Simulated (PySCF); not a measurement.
State search for AlB⁺

Unrestricted PBE0; Al aug-cc-pV(D+d)Z, B aug-cc-pVDZ; no relativity (PySCF 2.14). Outer shells of the fragments: Al+ 3s2; B 2s2 2p1.

Followed along the bond (rough minima from three points):

```json
{"2Ms+1": "2", "unpaired": "σ ↑", "⟨S²⟩ at the start": "0.76", "R at minimum (Å)": "2.74", "Te (eV)": "0.00"}
{"2Ms+1": "2", "unpaired": "π ↑", "⟨S²⟩ at the start": "0.99", "R at minimum (Å)": "2.34", "Te (eV)": "0.37"}
{"2Ms+1": "4", "unpaired": "σ ↑↑, π ↑", "⟨S²⟩ at the start": "3.75", "R at minimum (Å)": "2.07", "Te (eV)": "1.61"}
{"2Ms+1": "4", "unpaired": "σ ↑, π ↑↑", "⟨S²⟩ at the start": "3.78", "R at minimum (Å)": "none in the scan", "Te (eV)": "≤ 1.80"}
```

Solutions found at the starting distance of 2.110 Å, counted from the lowest of them; the search is not exhaustive and high or unbound solutions are not listed, so other states can lie among these:

| 2Ms+1 | unpaired | term | E (eV) | ⟨S²⟩ | ⟨Lz²⟩ | μ (D) |
| --- | --- | --- | --- | --- | --- | --- |
| 2 | π ↑ | ²Π | 0.00 | 0.99 | 1.00 | -0.58 |
| 2 | σ ↑ | ²Σ⁺ | 0.29 | 0.76 | 0.00 | 0.67 |
| 4 | σ ↑↑, π ↑ | ⁴Π | 1.14 | 3.75 | 1.00 | -1.20 |
| 4 | σ ↑, π ↑↑ | ⁴Σ⁻ | 1.51 | 3.78 | 0.00 | -1.79 |
| 2 | σ ↑↑, π ↓ | mixed | 1.81 | 1.75 | 1.00 | -1.29 |
| 2 | σ ↑, π ↑↓ | mixed | 2.25 | 1.78 | 2.01 | -1.65 |
| 2 | σ ↓, π ↑↑ | mixed | 2.46 | 1.77 | 0.00 | -1.62 |
| 2 | σ ↑ | mixed | 3.06 | 0.81 | 2.00 | -1.39 |
| 4 | σ ↑, π ↑↑ | mixed | 4.03 | 3.79 | 2.01 | 0.37 |
| 4 | σ ↑↑↑ | ⁴Σ⁺ | 7.32 | 3.75 | 0.00 | 3.45 |
| 4 | σ ↑, π ↑, δ ↑ | mixed | 9.27 | 3.78 | 5.00 | 0.59 |
| 4 | σ ↑, π ↑, δ ↑ | mixed | 9.29 | 3.78 | 4.94 | 0.62 |

A term symbol is given only where ⟨S²⟩ and ⟨Lz²⟩ are close to those of a pure state; real π, δ and φ orbitals otherwise mix terms. A positive dipole points towards B; it is taken about the centre of mass and depends on that origin.

Question: Compare the gap between the two lowest followed solutions at the starting distance with the gap between their minima.

Answer: At PBE0 the second solution (doublet, unpaired electrons π ↑) lies -0.29 eV from the first (doublet, unpaired electrons σ ↑) at 2.110 Å and +0.37 eV at the minima; the two curves relax by different amounts, since their minima lie near 2.34 and 2.74 Å.

Counting both spins, an empty level lies below a filled one in some of these solutions, because spin and occupation are held.
